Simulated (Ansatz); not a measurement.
**C₂H₅NS: up Jacob's ladder to CCSD(T)**

The task here is to estimate one member of a computed series from the others.

Computed with Ansatz 0.2.0, Gaussian basis. Level: functionals in def2-TZVPP, the program's frozen cores in correlated methods.

Plan: LDA (SPW92), PBE-D4, revPBE-D4, BLYP-D4, r2SCAN-D4, B97M-V, PBE0-D4, B3LYP-D4, r2SCANh-D4, r2SCAN0-D4, HSE06-D4, BHLYP-D4, CAM-B3LYP-D4, LC-ωPBE, ωB97X-V, ωB97M-V, B2PLYP, PBE-QIDH; CCSD(T)/def2-SVP; CCSD(T)/def2-TZVPP; MP2/def2-QZVPP; extrapolation to the limit; RPA on PBE.

## Structure used throughout

All runs share one geometry, relaxed beforehand with PBE0-D4 in a triple-zeta def2 set.

SMILES `CC(N)=S`, 9 atoms, charge 0, spin multiplicity 1.

Atoms are counted from 1 here; the program's logs count them from 0.

Bond lengths: C1–C2 1.500 Å, C1–H5 1.086 Å, C1–H6 1.095 Å, C1–H7 1.094 Å, C2–N3 1.340 Å, C2–S4 1.643 Å, N3–H8 1.006 Å, N3–H9 1.005 Å. Angles: C2–C1–H5 110.2°, C2–C1–H6 109.6°, C2–C1–H7 111.0°, H5–C1–H6 108.7°, H5–C1–H7 109.5°, H6–C1–H7 107.8°, C1–C2–N3 114.4°, C1–C2–S4 123.2°, N3–C2–S4 122.4°, C2–N3–H8 119.0°, C2–N3–H9 121.8°, H8–N3–H9 119.2°.

The first run:

in.yaml

```yaml
crystal:
  periodic: [false, false, false]
  atoms:
    - {symbol: C, position_ang: [-0.619852, 0.853058, -0.282178]}
    - {symbol: C, position_ang: [0.113377, -0.453010, -0.358867]}
    - {symbol: N, position_ang: [0.811829, -0.761013, 0.742239]}
    - {symbol: S, position_ang: [0.055107, -1.441254, -1.670138]}
    - {symbol: H, position_ang: [-1.026331, 1.112328, -1.254997]}
    - {symbol: H, position_ang: [-1.444521, 0.770238, 0.432921]}
    - {symbol: H, position_ang: [0.041585, 1.654076, 0.062209]}
    - {symbol: H, position_ang: [1.315002, -1.631289, 0.772153]}
    - {symbol: H, position_ang: [0.842302, -0.149333, 1.539459]}
basis:
  gaussian: {orbitals: def2-TZVPP}
hamiltonian: {xc: lda}
output: {orbitals: {seedname: orbitals}}
```

Command:

```console
$ ansatz run in.yaml --threads 2 --pin off --events-out ev --progress --plain --max-ram 4352MiB
```

Among the steps run: LDA; PBE-D4 (GGA); revPBE-D4 (GGA); BLYP-D4 (GGA); r2SCAN-D4 (meta-GGA); B97M-V (meta-GGA); B3LYP-D4 (hybrid); r2SCANh-D4 (hybrid); r2SCAN0-D4 (hybrid); HSE06-D4 (hybrid); BHLYP-D4 (hybrid); CAM-B3LYP-D4 (range-separated); LC-ωPBE (range-separated); ωB97X-V (range-separated); ωB97M-V (range-separated); B2PLYP (double hybrid); PBE-QIDH (double hybrid).

One of the session's tables, all rows but one given; the rest of the session is left out.

It belongs to the step «Orbital energies across the functionals». 

| functional | HOMO (eV) | gap (eV) |
| --- | --- | --- |
| LDA (SPW92) | -4.96 | 3.04 |
| PBE-D4 | -4.82 | 3.10 |
| revPBE-D4 | -4.77 | 3.12 |
| BLYP-D4 | -4.66 | 3.07 |
| r2SCAN-D4 | -5.05 | 3.48 |
| B97M-V | -5.11 | 3.62 |
| PBE0-D4 | -6.03 | 5.22 |
| B3LYP-D4 | -5.79 | 4.76 |
| r2SCANh-D4 | -5.50 | 4.27 |
| r2SCAN0-D4 | -6.18 | 5.46 |
| HSE06-D4 | -5.63 | 4.43 |
| BHLYP-D4 | -7.09 | 7.35 |
| CAM-B3LYP-D4 | -7.35 | 7.66 |
| LC-ωPBE | ? | ? |
| ωB97X-V | -8.38 | 9.75 |
| ωB97M-V | -8.23 | 9.54 |

Q: Estimate the row for LC-ωPBE from the others.

**Answer.** HOMO (eV): -8.74; gap (eV): 10.13. In the column «HOMO (eV)» it is the lowest.
